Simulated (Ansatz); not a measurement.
**PH₃+ (doublet): the correlation ladder, cc-pVTZ**

The task here is to estimate one member of a computed series from the others.

Computed with Ansatz 0.2.0, Gaussian basis. Level: cc-pVTZ, core rule «outside noble gas», up to 5 orbitals frozen.

The runs, in order: UHF; CCSD(T) on ROHF; CCSD(T) on UHF; BCCD(T) on ROHF; CCSDT(Q) on ROHF; CCSDT(Q) on UHF; CASSCF and MRCISD+Q, 7 electrons in 7 orbitals; CASSCF and NEVPT2, 7 electrons in 7 orbitals.

10 further runs of the same task are left out: 3 that didn't finish, 7 set aside as unsound or not needed. Runs told in other sessions of the task aren't counted.

## The geometry

The geometry is a PBE0/def2-TZVP stationary point (not a proven minimum).

4 atoms, charge 1, spin multiplicity 2.

Atoms are counted from 1 here; the program's logs count them from 0.

Bond lengths: P1–H2 1.405 Å, P1–H3 1.405 Å, P1–H4 1.405 Å. Angles: H2–P1–H3 113.3°, H2–P1–H4 113.3°, H3–P1–H4 113.3°.

The first run:

File in.yaml:

```yaml
crystal:
  periodic: [false, false, false]
  atoms:
    - {symbol: P, position_ang: [0.000079, -0.000045, -0.032941]}
    - {symbol: H, position_ang: [1.354052, 0.014506, 0.340675]}
    - {symbol: H, position_ang: [-0.690409, 1.166785, 0.334178]}
    - {symbol: H, position_ang: [-0.666085, -1.179917, 0.337423]}
basis:
  gaussian: {orbitals: cc-pVTZ}
total_charge: 1
magnetization: {spin_polarized: true, initial_magnetization: 1}
hamiltonian: {xc: hf}
output: {orbitals: {seedname: orbitals}}
```

On the command line:

```console
> ansatz run in.yaml --threads 1 --pin off --events-out ev --progress --plain --max-ram 2393MiB
```

Steps of the session up to this table: UHF; CCSD(T) on ROHF; CCSD(T) on UHF; BCCD(T) on ROHF; CCSDT(Q) on ROHF; CCSDT(Q) on UHF; CASSCF and MRCISD+Q, 7 electrons in 7 orbitals; CASSCF and NEVPT2, 7 electrons in 7 orbitals.

One of the session's tables, all rows but one given; the rest of the session is left out.

It belongs to the step «Misses and costs». 

```
          method  from UCCSDT(Q) (meV)
            ROHF               +4492.3
             UHF               +4414.8
            RMP2                +875.5
            UMP2                     ?
           RCCSD                +144.5
           UCCSD                +142.1
        RCCSD(T)                 +26.0
        UCCSD(T)                 +25.1
         BCCD(T)                 +25.5
          RCCSDT                  +3.9
          UCCSDT                  +2.9
       RCCSDT(Q)                  +1.1
       UCCSDT(Q)                     0
  CASSCF valence               +3176.9
  NEVPT2 valence                +878.8
  MRCISD valence                +191.1
MRCISD+Q valence                 +41.4
```

**Question.** Estimate the row for UMP2.

As computed: from UCCSDT(Q) (meV): +870.2. In the column «from UCCSDT(Q) (meV)» it lies between MRCISD valence (+191.1) and RMP2 (+875.5).

To keep in mind: Restricted and unrestricted rows rest on different reference determinants; a gap between their highest levels can come from leftover correlation error, from unlike frozen cores or from another state.
